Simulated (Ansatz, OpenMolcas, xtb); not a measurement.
Worked example: CHFO + SiH2(CH3)(NH2) → CH3NO + SiH2(CH3)F

Species: CHFO (formyl fluoride) `O=CF`, singlet; SiH2(CH3)(NH2), singlet; CH3NO (formamide) `NC=O`, singlet; SiH2(CH3)F, singlet. The partners trade F for NH2: C–F and Si–NH2 bonds give way to C–NH2 and Si–F.

Shapes, held fixed at every level: PBE0-D4/def2-TZVP. Flexible molecules stand in one conformer, not always the lowest. Programs: Ansatz 0.2.0, OpenMolcas 26.06, xtb 6.7.1. A level may come from different programs for different species; with the same settings they agree closely. The zero-point and thermal change to 298 K, harmonic and unscaled (PBE0-D4/def2-TZVP), is +3.7 kJ/mol.

At CCSD(T)/CBS estimate; 1 Eh = 2625.50 kJ/mol:

```
       species  energy (Eh)
          CHFO  -213.608266
SiH2(CH3)(NH2)  -386.082318
         CH3NO  -169.734352
    SiH2(CH3)F  -430.003739
```

Work out ΔH(298 K) of the reaction at this level.


1. Products less reactants: (-169.734352) + (-430.003739) − [(-213.608266) + (-386.082318)] = -0.047507 Eh = -124.7 kJ/mol.
2. With the thermal change: -124.7 + (+3.7) = -121.0 kJ/mol.

Other levels give -128.5 (HF/def2-TZVPP) to -111.3 kJ/mol (CCSD(T)/def2-SVP). No measured value is set beside it here. The CBS estimate extrapolates MP2 from def2-TZVPP and def2-QZVPP and adds CCSD(T) − MP2 in the triple-zeta set, cores frozen.
